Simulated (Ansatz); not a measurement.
Species: CH4O, SMILES `CO` (charge 0, multiplicity 1), formula CH₄O.

Problem. How many basis functions does frozen-core CCSD(T)/cc-pVTZ // B3LYP-D3(BJ)/def2-SVP run with Ansatz (a quantum-chemistry and plane-wave program) use, how many core orbitals are frozen, and how many electrons are correlated?

Solution. 116 basis functions and 2 frozen orbitals, which leaves 14 correlated electrons. Core time is of the order of seconds.
